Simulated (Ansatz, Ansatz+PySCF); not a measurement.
```xyz
2

C    -0.0126    0.0195   -1.1607
S    -0.0179    0.0360    0.4485
```

RHF on singlet CS was run in several spherical basis sets with Ansatz (development build ahead of 0.2.0).

Question: Rank the basis sets by the total energy that they give, lowest first, with the distance from the lowest.
A. aug-cc-pVDZ
B. cc-pVTZ
C. 6-31G(d)
D. STO-3G
E. 6-31G
F. def2-SVP
G. def2-TZVP
H. cc-pVDZ

Answer: B (0.00 eV), G (0.11 eV), A (0.46 eV), H (0.59 eV), C (1.35 eV), E (2.86 eV), F (5.16 eV), D (132.87 eV).

Totals follow the description of the cores as much as that of the bonds, so this order isn't one of quality for chemistry.
